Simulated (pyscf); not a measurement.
Structures and frequencies: ωB97X-D3(BJ)/def2-SVP in PySCF. Correlated levels are frozen-core, on RHF or UHF. ΔMP2 is the change of the MP2 total energy from the triple- to the quadruple-zeta basis.

Task: What is the homolytic dissociation enthalpy (298 K, CCSD(T)/def2-TZVPP + ΔMP2(QZVPP)) of the Cl–Cu bond of `[Cl][Cu]`, to Cl• + Cu•?

Result: Cl–Cu to Cl• + Cu•: 88.0 kcal/mol. The CCSD(T) − MP2 part came from Ansatz, without density fitting, on the same reference. The frozen core leaves the outer d or s,p core shells of the metals and heavy elements correlated in the MP2 and CC values, and def2-TZVPP describes them poorly, which can shift differences by a few kcal/mol. Left out: the spin-orbit lowering of Cl. Open-shell species with a d-block atom are single-reference here; other states, and whether the spin sits on metal or ligand, were not checked.
